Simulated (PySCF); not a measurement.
Species: N-methyl propargyl amine, C₄H₇N.
Cartesian coordinates in Å at the PBE0-D3(BJ)/def2-SVP level; atoms count from 1:
```xyz
12
C4H7N angstrom
C      2.150    1.114   -0.444
C      1.399    0.169   -0.339
C      0.462   -0.952   -0.161
N     -0.668   -0.691    0.703
C     -1.558    0.344    0.232
H      2.819    1.948   -0.544
H      0.085   -1.259   -1.152
H      1.019   -1.820    0.229
H     -0.335   -0.469    1.638
H     -2.364    0.497    0.964
H     -1.070    1.323    0.045
H     -2.031    0.026   -0.712
```

Computed with PySCF at CAM-B3LYP/def2-SVPD, non-relativistic, on one gas-phase PBE0-D3(BJ)/def2-SVP geometry that isn't relaxed in the solvent. The solvent is an IEF-PCM continuum (Bondi radii, 1.10 Å for H, scaled by 1.2), and excitations are vertical TDDFT with non-equilibrium linear response and a frozen core. Specific hydrogen bonds and non-electrostatic terms are outside this model.

Gas-phase singlets (H = HOMO, L = LUMO):

```csv
state,E (eV),λ (nm),f,leading configurations
S1,6.178,201,0.012,"H→L 76%, H→L+1 12%"
S2,6.392,194,0.000,"H-1→L+1 48%, H-1→L 13%"
S3,6.719,185,0.001,"H-2→L+1 22%, H-1→L+3 17%"
S4,6.805,182,0.002,"H-2→L+3 28%, H-2→L+2 17%"
S5,7.186,173,0.029,"H→L+1 61%, H-2→L+1 8%"
```

Problem. Give the list for benzene (ε = 2.271), n² = 2.25.

Solution. 
| state | E (eV) | λ (nm) | f | leading configurations | change by rank (eV) |
| --- | --- | --- | --- | --- | --- |
| S1 | 6.234 | 199 | 0.017 | H→L 72%, H→L+1 14% | +0.056 |
| S2 | 6.424 | 193 | 0.001 | H-1→L+1 52%, H-1→L 12% | +0.032 |
| S3 | 6.737 | 184 | 0.002 | H-2→L+1 24%, H-1→L+3 14% | +0.018 |
| S4 | 6.832 | 181 | 0.002 | H-2→L+2 25%, H-2→L+3 23% | +0.027 |
| S5 | 7.186 | 173 | 0.043 | H→L+1 62% | 0.000 |

Problem. How does the list change in methanol (ε = 32.61)?

Solution. 
```
state  E (eV)  λ (nm)      f    leading configurations  change by rank (eV)
   S1   6.329     196  0.017        H→L 61%, H→L+1 18%               +0.151
   S2   6.475     191  0.003      H-1→L+1 49%, H→L 16%               +0.083
   S3   6.790     183  0.001  H-2→L+1 25%, H-1→L+2 16%               +0.071
   S4   6.891     180  0.002  H-2→L+2 32%, H-2→L+3 18%               +0.086
   S5   7.224     172  0.038                 H→L+1 63%               +0.038
```

Problem. The ground-state energy changes by -0.212 eV from gas to methanol. By how much does the total energy of gas-phase S1 change?

Solution. E(S1) = E(S0) + excitation energy, so it changes by -0.212 + 0.151 = -0.061 eV: it is lowered less than the ground state, which is what a blue shift means. This is the vertical state, with the slow part of the continuum still set for S0.

Problem. How do the frontier levels move from gas to methanol?

Solution. 
| orbital | gas (eV) | solvent (eV) | change (eV) |
| --- | --- | --- | --- |
| LUMO+2 | 2.08 | 2.14 | +0.06 |
| LUMO+1 | 1.91 | 1.91 | 0.00 |
| LUMO | 1.31 | 1.40 | +0.09 |
| HOMO | -8.17 | -8.22 | -0.05 |
| HOMO-1 | -9.20 | -9.28 | -0.08 |
| HOMO-2 | -9.45 | -9.54 | -0.09 |
| HOMO-3 | -11.96 | -11.81 | +0.15 |

The HOMO–LUMO gap goes from 9.49 to 9.62 eV.

On an Arm Neoverse V2 with one thread (shared host), this took 13 s of wall time. This is the whole response run at CAM-B3LYP/def2-SVPD in methanol, SCF included.
